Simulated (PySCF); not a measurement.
PySCF input (PBE/cc-pVTZ):

```python
import numpy as np, basis_set_exchange as bse
from pyscf import gto, scf, dft, df
from pyscf.prop.polarizability import rks as pol

basis = {'C': gto.basis.parse(bse.get_basis('cc-pVTZ', elements=['C'], fmt='nwchem')), 'H': gto.basis.parse(bse.get_basis('cc-pVTZ', elements=['H'], fmt='nwchem'))}
mol = gto.M(
    atom='''
    C    -0.00000000   -0.00000000   -0.59839493
    C     0.00000000    0.00000000    0.59839493
    H     0.00000000    0.00000000    1.66106699
    H    -0.00000000   -0.00000000   -1.66106699
    ''',
    basis=basis,
    charge=0,
    verbose=4,
    max_memory=2160,
)
mf = dft.RKS(mol, xc='pbe')
mf.grids.level = 3
mf = mf.density_fit(auxbasis=df.autoaux(mol))
mf.conv_tol = 1e-9
mf.max_cycle = 100
print('smallest overlap eigenvalue', np.linalg.eigvalsh(mol.intor('int1e_ovlp'))[0])
mf.kernel()
dip = mf.dip_moment()
p = pol.Polarizability(mf)
p.max_cycle_cphf = 60
alpha = p.polarizability()
print('polarisability/bohr^3', alpha.trace() / 3)
```

Output:

```
PySCF version 2.14.0

[INPUT] verbose = 4
[INPUT] num. atoms = 4
[INPUT] num. electrons = 14
[INPUT] charge = 0
[INPUT] spin (= nelec alpha-beta = 2S) = 0
[INPUT] symmetry False subgroup None
[INPUT] Mole.unit = angstrom
[INPUT] Symbol           X                Y                Z      unit          X                Y                Z       unit  Magmom
[INPUT]  1 C      0.000000000000   0.000000000000  -0.598394930000 AA    0.000000000000   0.000000000000  -1.130802532028 Bohr   0.0
[INPUT]  2 C      0.000000000000   0.000000000000   0.598394930000 AA    0.000000000000   0.000000000000   1.130802532028 Bohr   0.0
[INPUT]  3 H      0.000000000000   0.000000000000   1.661066990000 AA    0.000000000000   0.000000000000   3.138961685656 Bohr   0.0
[INPUT]  4 H      0.000000000000   0.000000000000  -1.661066990000 AA    0.000000000000   0.000000000000  -3.138961685656 Bohr   0.0

nuclear repulsion = 24.8632685341908
number of shells = 14
number of NR pGTOs = 116
number of NR cGTOs = 88
basis = {'C': [[0, [8236.0, 0.000531, 0.0, -0.000113, 0.0], [1235.0, 0.004108, 0.0, -0.000878, 0.0], [280.8, 0.021087, 0.0, -0.00454, 0.0], [79.27, 0.081853, 0.0, -0.018133, 0.0], [25.59, 0.234817, 0.0, -0.05576, 0.0], [8.997, 0.434401, 0.0, -0.126895, 0.0], [3.319, 0.346129, 0.0, -0.170352, 0.0], [0.9059, 0.039378, 1.0, 0.140382, 0.0], [0.3643, -0.008983, 0.0, 0.598684, 0.0], [0.1285, 0.002385, 0.0, 0.395389, 1.0]], [1, [18.71, 0.0, 0.014031, 0.0], [4.133, 0.0, 0.086866, 0.0], [1.2, 0.0, 0.290216, 0.0], [0.3827, 1.0, 0.501008, 0.0], [0.1209, 0.0, 0.343406, 1.0]], [2, [1.097, 1.0, 0.0], [0.318, 0.0, 1.0]], [3, [0.761, 1.0]]], 'H': [[0, [33.87, 0.0, 0.006068, 0.0], [5.095, 0.0, 0.045308, 0.0], [1.159, 0.0, 0.202822, 0.0], [0.3258, 1.0, 0.503903, 0.0], [0.1027, 0.0, 0.383421, 1.0]], [1, [1.407, 1.0, 0.0], [0.388, 0.0, 1.0]], [2, [1.057, 1.0]]]}
ecp = {}
ETB for H: l = 0, exps = 0.2054 * 1.8^n , n = 0..10
ETB for H: l = 1, exps = 0.4907 * 2^n , n = 0..3
ETB for H: l = 2, exps = 0.776 * 2.2^n , n = 0..2
ETB for H: l = 3, exps = 1.4449999999999998 * 2.2^n , n = 0..1
ETB for C: l = 0, exps = 0.2418 * 1.8^n , n = 0..13
ETB for C: l = 1, exps = 0.2418 * 1.8^n , n = 0..10
ETB for C: l = 2, exps = 0.2418 * 1.8^n , n = 0..9
ETB for C: l = 3, exps = 0.4389 * 2.2^n , n = 0..4
ETB for C: l = 4, exps = 0.636 * 2.2^n , n = 0..2
smallest overlap eigenvalue 0.0001310278249370057

******** <class 'pyscf.df.df_jk.DFRKS'> ********
method = DFRKS
initial guess = minao
damping factor = 0
level_shift factor = 0
DIIS = <class 'pyscf.scf.diis.CDIIS'>
diis_start_cycle = 1
diis_space = 8
diis_damp = 0
SCF conv_tol = 1e-09
SCF conv_tol_grad = None
SCF max_cycles = 100
direct_scf = False
XC library pyscf.dft.libxc version 7.1.2
    S. Lehtola, C. Steigemann, M. J. T. Oliveira, and M. A. L. Marques,  SoftwareX 7, 1–5 (2018)
XC functionals = pbe
    J. P. Perdew, K. Burke, and M. Ernzerhof,  Phys. Rev. Lett. 77, 3865 (1996)
    J. P. Perdew, K. Burke, and M. Ernzerhof,  Phys. Rev. Lett. 78, 1396 (1997)
    J. P. Perdew, K. Burke, and M. Ernzerhof,  Phys. Rev. Lett. 77, 3865 (1996)
    J. P. Perdew, K. Burke, and M. Ernzerhof,  Phys. Rev. Lett. 78, 1396 (1997)
radial grids:
    Treutler-Ahlrichs [JCP 102, 346 (1995); DOI:10.1063/1.469408] (M4) radial grids

becke partition: Becke, JCP 88, 2547 (1988); DOI:10.1063/1.454033
pruning grids: <function nwchem_prune>
grids dens level: 3
symmetrized grids: False
atomic radii adjust function: <function treutler_atomic_radii_adjust>
small_rho_cutoff = 0
Set gradient conv threshold to 3.16228e-05
Initial guess from minao.
tot grids = 47856
init E= -77.3232796441239
  HOMO = -0.346990872244429  LUMO = -0.059526022912696  gap/eV = 7.82232
cycle= 1 E= -77.2029133080068  delta_E= 0.12  |g|= 0.426  |ddm|= 4.71
  HOMO = -0.172869076629576  LUMO = 0.055172082919918  gap/eV = 6.20532
cycle= 2 E= -77.1745551957014  delta_E= 0.0284  |g|= 0.528  |ddm|= 1.57
  HOMO = -0.265749903860949  LUMO = -0.00632314025357949  gap/eV = 7.05936
cycle= 3 E= -77.2497357362221  delta_E= -0.0752  |g|= 0.0189  |ddm|= 0.929
  HOMO = -0.262076369966048  LUMO = -0.00283104826022155  gap/eV = 7.05442
cycle= 4 E= -77.2498237635118  delta_E= -8.8e-05  |g|= 0.00248  |ddm|= 0.0384
  HOMO = -0.262276713778348  LUMO = -0.00313959965079061  gap/eV = 7.05148
cycle= 5 E= -77.249824986219  delta_E= -1.22e-06  |g|= 0.000174  |ddm|= 0.00421
  HOMO = -0.262251565440014  LUMO = -0.00310601735716068  gap/eV = 7.05171
cycle= 6 E= -77.2498249948287  delta_E= -8.61e-09  |g|= 3.06e-05  |ddm|= 0.000599
  HOMO = -0.262251897120791  LUMO = -0.00310841761005119  gap/eV = 7.05165
cycle= 7 E= -77.2498249951226  delta_E= -2.94e-10  |g|= 9.49e-07  |ddm|= 8.43e-05
  HOMO = -0.262252097886139  LUMO = -0.00310850694010526  gap/eV = 7.05166
Extra cycle  E= -77.2498249951228  delta_E= -1.85e-13  |g|= 8.62e-07  |ddm|= 4.05e-06
converged SCF energy = -77.2498249951228
Dipole moment(X, Y, Z, Debye):  0.00000,  0.00000, -0.00000
Isotropic polarizability 19.4471893293
Polarizability anisotropy 16.0423514694
polarisability/bohr^3 19.447189329281517
```
